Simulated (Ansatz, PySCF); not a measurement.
This PySCF input computes a BLYP/def2-TZVPD energy:

```python
from pyscf import gto, scf, dft

mol = gto.M(
    atom='''
    C    -0.69272317    0.11838624   -0.00471318
    N     0.69817852   -0.11549684   -0.01936428
    H    -1.22204869   -0.63877871   -0.58426364
    H    -0.91948182    1.14289724   -0.30190122
    H    -1.04052385    0.01034810    1.04968316
    H     1.08188890   -1.05423543   -0.13393290
    H     1.36925485    0.63792927    0.13424367
    ''',
    basis='def2-tzvpd',
    charge=1,
    spin=1,
    verbose=4,
)

mf = dft.UKS(mol, xc='blyp').density_fit(auxbasis='def2-universal-jkfit')
mf.grids.level = 3
mf.conv_tol = 1e-9
mf.max_cycle = 100
mf.max_memory = 1500
mf.kernel()
if not mf.converged:
    mf = mf.newton()
    mf.kernel(mf.make_rdm1())
for _ in range(2):
    mo, _, stable, _ = mf.stability(return_status=True)
    if stable:
        break
    mf.kernel(mf.make_rdm1(mo, mf.mo_occ))
mf.analyze()
```

Q: Write an input for the same energy in Ansatz (a program for electronic structure) and say what it gives.

A: 
Ansatz 0.2 input:
```yaml
crystal:
  periodic: [false, false, false]
  atoms:
    - {symbol: C, position_ang: [-0.69272317, 0.11838624, -0.00471318]}
    - {symbol: N, position_ang: [0.69817852, -0.11549684, -0.01936428]}
    - {symbol: H, position_ang: [-1.22204869, -0.63877871, -0.58426364]}
    - {symbol: H, position_ang: [-0.91948182, 1.14289724, -0.30190122]}
    - {symbol: H, position_ang: [-1.04052385, 0.01034810, 1.04968316]}
    - {symbol: H, position_ang: [1.08188890, -1.05423543, -0.13393290]}
    - {symbol: H, position_ang: [1.36925485, 0.63792927, 0.13424367]}
basis:
  gaussian:
    orbitals: def2-TZVPD
hamiltonian:
  xc: {name: BLYP}
total_charge: 1
magnetization: {spin_polarized: true, initial_magnetization: 1}
output: {forces: true}
```
It gives -95.52643 Eh, and PySCF -95.52654 Eh, a difference of 0.11 mEh, from the treatment of integrals and grids.
